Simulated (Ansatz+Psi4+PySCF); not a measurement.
singlet N₂O: levels of theory in one basis

```xyz
3

N     0.0000    0.0000   -1.1957
N     0.0000    0.0000   -0.0751
O     0.0000    0.0000    1.1119
```

Basis set: cc-pVTZ (spherical functions). Left uncorrelated: 3 orbitals. Charge 0, multiplicity 1.

Computed with Ansatz (development build ahead of 0.2.0) and Psi4 1.11; each method stands on the lowest determinant of its kind that the runs found.

```csv
method,E − E(RHF) (eV),<S²> of the determinant
RHF,0.00,0.00
RHF-CCSD,-16.90,–
RHF-CCSD(T),-17.85,–
```

(1) What does RHF-MP2 give on the same scale?

Results:

(1) -17.43 eV.
